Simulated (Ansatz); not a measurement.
# C8H18: one species, many methods

An exercise on one series of results from a longer session: the logs are not shown, and one member is left open.

Method: functionals in def2-TZVPP, the program's frozen cores in correlated methods; program: Ansatz 0.2.0, Gaussian basis.

Plan: PBE-D4, r2SCAN-D4, PBE0-D4, B3LYP-D4, ωB97X-V, ωB97M-V, B2PLYP; CCSD(T)/def2-TZVPP; MP2/def2-QZVPP; extrapolation to the limit.

## The geometry

All runs share one geometry, relaxed beforehand with PBE0-D4 in a triple-zeta def2 set.

SMILES `CCCCCC(C)C`, 26 atoms, charge 0, spin multiplicity 1.

Atoms are counted from 1 here; the program's logs count them from 0.

Bond lengths: C1–C2 1.520 Å, C1–H9 1.094 Å, C1–H10 1.092 Å, C1–H11 1.092 Å, C2–C3 1.523 Å, C2–H12 1.095 Å, C2–H13 1.097 Å, C3–C4 1.521 Å, C3–H14 1.096 Å, C3–H15 1.098 Å, C4–C5 1.520 Å, C4–H16 1.096 Å, C4–H17 1.096 Å, C5–C6 1.526 Å, C5–H18 1.099 Å, C5–H19 1.097 Å, C6–C7 1.522 Å, C6–C8 1.522 Å and more. Angles: C2–C1–H9 111.0°, C2–C1–H10 111.2°, C2–C1–H11 111.9°, H9–C1–H10 107.6°, H9–C1–H11 107.5°, H10–C1–H11 107.4°, C1–C2–C3 114.0°, C1–C2–H12 109.1°, C1–C2–H13 109.5°, C3–C2–H12 108.8°, C3–C2–H13 109.1°, H12–C2–H13 106.0°, C2–C3–C4 114.4°, C2–C3–H14 109.0°, C2–C3–H15 109.2°, C4–C3–H14 108.7°, C4–C3–H15 109.2°, H14–C3–H15 106.0° and more.

Set-up of the first run:

Input file in.yaml:

```yaml
crystal:
  periodic: [false, false, false]
  atoms:
    - {symbol: C, position_ang: [-2.076773, -2.861053, -0.588676]}
    - {symbol: C, position_ang: [-0.635077, -2.772072, -1.063279]}
    - {symbol: C, position_ang: [-0.152768, -1.350223, -1.320063]}
    - {symbol: C, position_ang: [-0.101203, -0.470135, -0.080798]}
    - {symbol: C, position_ang: [0.457644, 0.913451, -0.368983]}
    - {symbol: C, position_ang: [0.435450, 1.881640, 0.810523]}
    - {symbol: C, position_ang: [0.873070, 3.269648, 0.365864]}
    - {symbol: C, position_ang: [1.295337, 1.399090, 1.970357]}
    - {symbol: H, position_ang: [-2.754572, -2.386098, -1.304630]}
    - {symbol: H, position_ang: [-2.392177, -3.900683, -0.473842]}
    - {symbol: H, position_ang: [-2.218838, -2.368513, 0.376028]}
    - {symbol: H, position_ang: [-0.525334, -3.353790, -1.984663]}
    - {symbol: H, position_ang: [0.023282, -3.246882, -0.325824]}
    - {symbol: H, position_ang: [0.848339, -1.388519, -1.765419]}
    - {symbol: H, position_ang: [-0.799595, -0.878925, -2.071282]}
    - {symbol: H, position_ang: [-1.104907, -0.365666, 0.347135]}
    - {symbol: H, position_ang: [0.505594, -0.970790, 0.682296]}
    - {symbol: H, position_ang: [1.490273, 0.821697, -0.732500]}
    - {symbol: H, position_ang: [-0.112497, 1.357055, -1.194716]}
    - {symbol: H, position_ang: [-0.602878, 1.950287, 1.163527]}
    - {symbol: H, position_ang: [0.825135, 3.986306, 1.189826]}
    - {symbol: H, position_ang: [1.906098, 3.250800, 0.003126]}
    - {symbol: H, position_ang: [0.243746, 3.645926, -0.445089]}
    - {symbol: H, position_ang: [0.955892, 0.438667, 2.363236]}
    - {symbol: H, position_ang: [1.279533, 2.117085, 2.794391]}
    - {symbol: H, position_ang: [2.337234, 1.281697, 1.653466]}
basis:
  gaussian: {orbitals: def2-TZVPP}
hamiltonian: {xc: pbe, dispersion: d4}
output: {forces: true, orbitals: {seedname: orbitals}}
```

Steps of the session up to this table: PBE-D4 (GGA); r2SCAN-D4 (meta-GGA); PBE0-D4 (hybrid); B3LYP-D4 (hybrid); ωB97X-V (range-separated); ωB97M-V (range-separated); B2PLYP (double hybrid); CCSD(T) in def2-TZVPP; MP2 in def2-QZVPP.

One table of the session follows, with a row left open; its other results are not shown here.

```
            method  atomisation energy (kcal/mol)
            PBE-D4                         2519.1
         r2SCAN-D4                         2483.8
           PBE0-D4                         2497.0
          B3LYP-D4                         2481.2
           ωB97X-V                         2482.4
           ωB97M-V                         2485.5
            B2PLYP                         2456.0
     HF/def2-TZVPP                         1891.3
    MP2/def2-TZVPP                         2448.9
   CCSD/def2-TZVPP                         2403.6
CCSD(T)/def2-TZVPP                              ?
           MP2/CBS                         2497.8
       CCSD(T)/CBS                         2479.4
```

Q: Estimate the row for CCSD(T)/def2-TZVPP from the others.

**Answer.** atomisation energy (kcal/mol): 2430.5. In the column «atomisation energy (kcal/mol)» it lies between CCSD/def2-TZVPP (2403.6) and MP2/def2-TZVPP (2448.9).

Caveats from the session: Free atoms (8 C, 18 H) were run apart at each level; the atomisation energy is their sum less the molecule, without zero-point or spin-orbit terms.
